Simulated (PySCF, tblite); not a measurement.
# Streptocyanine-3: infrared bands, NMR shifts and spin-spin couplings

What infrared bands, NMR shifts and spin-spin couplings should Streptocyanine-3 (`N/C=C/C=[NH2+]`) show?

Programs: tblite 0.8.0 and PySCF 2.14.0, with density-fitted response routines of our own. Each step states its level of theory. These are calculated values for one molecule in the gas phase, unless marked as measured. Atoms count from 0, in the outputs and in this text.

## (1) Starting geometry

12 atoms, charge 1, multiplicity 1; geometry from: GFN2-xTB.

Bonds of the start (Å): N0–C1 1.31, C1–C2 1.38, C2–C3 1.38, C3–N4 1.31, N0–H5 1.01, N0–H6 1.01, C1–H7 1.08, C2–H8 1.08, C3–H9 1.08, N4–H10 1.01, N4–H11 1.01.

## (2) Infrared spectrum with GFN2-xTB

The job: settings as JSON, then the geometry in Å.

```
{"job": {"kind": "ir", "xc": "GFN2-xTB", "basis": "xTB"}, "charge": 1, "multiplicity": 1}
N      2.328841     0.176747    -0.513964
C      1.035090     0.127283    -0.727781
C      0.083738    -0.021541     0.264917
C     -1.267856    -0.066775    -0.024173
N     -2.215024    -0.206325     0.873237
H      2.987702     0.286578    -1.270119
H      2.702757     0.104576     0.422952
H      0.711564     0.210831    -1.758943
H      0.404881    -0.105078     1.293927
H     -1.589890     0.017079    -1.055729
H     -3.189627    -0.233498     0.613822
H     -1.990978    -0.290562     1.855827
```

**Question.** This job is followed by: GIAO PBE0/pcSseg-1 NMR shielding, non-relativistic, gas phase; B3LYP/pcJ-1 indirect spin-spin coupling, non-relativistic, gas phase. Predict these results of the whole session: strongest single infrared mode (GFN2-xTB); zero-point energy (GFN2-xTB); ¹³C shifts against TMS (PBE0/pcSseg-1); ¹H shifts against TMS (PBE0/pcSseg-1, means over atoms taken as alike); ¹⁵N shifts against NH3 (PBE0/pcSseg-1); largest coupling of the table (B3LYP/pcJ-1).

**Answer**, as computed:

| quantity | value |
| --- | --- |
| strongest single infrared mode (GFN2-xTB) | 1614 cm⁻¹, 1515 km/mol |
| zero-point energy (GFN2-xTB) | 63.3 kcal/mol |
| ¹³C shifts against TMS (PBE0/pcSseg-1) | 170.2, 170.2, 102.5 ppm |
| ¹H shifts against TMS (PBE0/pcSseg-1, means over atoms taken as alike) | 7.70, 7.69, 6.46, 6.40, 6.36, 5.82 ppm |
| ¹⁵N shifts against NH3 (PBE0/pcSseg-1) | 137.9, 137.9 ppm |
| largest coupling of the table (B3LYP/pcJ-1) | ¹J(C,H) C1–H7, 176.3 Hz |

**Reading.** All 30 modes are real, so the xTB geometry is a minimum. The strongest single mode, at 1614 cm⁻¹, has its largest shares on C2, C1 and C3 (the list is cut at 3 atoms). Unscaled tight-binding wavenumbers are off by several per cent, some by more. Its intensities can rank the bands wrongly. Of the pairs tabulated at B3LYP/pcJ-1, C1–H7 couples most strongly (176.3 Hz; Fermi contact 175.8 Hz). Couplings across rotatable bonds belong to this one conformer; where others are populated, the observed values are averages.
